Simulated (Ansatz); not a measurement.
Reaction (formal exchange of groups at a C–C bond): `C/C=C\C#N` + `CC` → `C/C=C\CC` + `C#N`

Calculated with Ansatz (gas phase, PBE0-D4/def2-TZVP geometries, no zero-point term in ΔE). CCSD(T)/CBS is the MP2 limit (def2-TZVPP, def2-QZVPP) plus CCSD(T) − MP2 in def2-TZVPP, frozen cores. This one scheme is used for every species. Double bonds are as drawn, so ΔE can hold a change between cis and trans. One conformer a species, not always the lowest.

```
    species  SCS-MP2/def2-QZVPP energy (Eh)
`C/C=C\C#N`                      -209.77491
       `CC`                       -79.66948
 `C/C=C\CC`                      -196.14943
      `C#N`                       -93.27899
```

Problem. Work out ΔE.

Solution. ΔE = (-196.14943) + (-93.27899) − (-209.77491) − (-79.66948) = 0.01597 Eh = +0.43 eV. CCSD(T)/CBS gives +0.42 eV.

Largest T1 diagnostic among the species: 0.014.

The D4 term adds −0.05 eV with B3LYP and −0.03 eV with PBE0; it sums over pairs of atoms, weighted by their polarisabilities, and B3LYP, whose exchange is more repulsive, gets the larger term. From r2SCAN to r2SCAN0 (25 % exact exchange), in def2-TZVPP and without D4, ΔE moves by −0.03 eV.

B3LYP here is the variant with VWN-RPA as its local correlation; programs differ in this.
